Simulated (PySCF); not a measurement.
Electric properties by functional and basis

CCl₄.
InChI=1S/CCl4/c2-1(3,4)5

PySCF, dipoles from the SCF density, polarisabilities from static response with core orbitals frozen. Geometry: PBE0-D3(BJ)/def2-SVP; no solvent, vibrations or thermal averaging.

Reference polarisability: 10.002 Å³ (measured, gas; NIST CCCBDB Release 22 (SRD 101), experimental polarizabilities). The anisotropy is √(½[(α1 − α2)² + (α2 − α3)² + (α3 − α1)²]).

| level | α (Å³) | error (%) | anisotropy (Å³) |
| --- | --- | --- | --- |
| LDA/def2-SVPD | 10.69 | +6.8 | 0.00 |
| PBE/def2-SVPD | 10.65 | +6.5 | 0.00 |
| B3LYP/def2-SVPD | 10.34 | +3.3 | 0.00 |
| PBE0/def2-SVPD | 10.20 | +2.0 | 0.00 |
| BHandHLYP/def2-SVPD | 9.94 | -0.6 | 0.00 |
| CAM-B3LYP/def2-SVPD | 10.13 | +1.2 | 0.00 |
| wB97X-D/def2-SVPD | 10.05 | +0.5 | 0.00 |
| LC-wPBE/def2-SVPD | 9.83 | -1.7 | 0.00 |
| HF/def2-SVPD | 9.60 | -4.0 | 0.00 |
| PBE0/6-31G* | 7.27 | -27.3 | 0.00 |
| PBE0/def2-SVP | 6.89 | -31.2 | 0.00 |
| PBE0/6-31+G* | 8.70 | -13.1 | 0.00 |
| PBE0/aug-cc-pVDZ | 10.09 | +0.9 | 0.00 |
| PBE0/def2-TZVP | 8.86 | -11.4 | 0.00 |
| PBE0/def2-TZVPD | 10.40 | +4.0 | 0.00 |
| PBE0/aug-cc-pVTZ | 10.33 | +3.3 | 0.00 |

For the polarisability, the smallest error is 0.5% (wB97X-D/def2-SVPD) and the largest 31.2% (PBE0/def2-SVP). The dipole stays under 0.05 D at every level. In one basis (def2-SVPD) the functionals order the polarisability from HF (lowest) to LDA (highest), a spread of 11%. With PBE0 the polarisability is 7.67 Å³ without diffuse functions (mean of 6-31G*, def2-SVP and def2-TZVP) and 9.94 Å³ with them (mean of 6-31+G*, def2-SVPD, aug-cc-pVDZ, def2-TZVPD and aug-cc-pVTZ). Measured values can belong to vibrating molecules; the computed ones are for one fixed geometry.
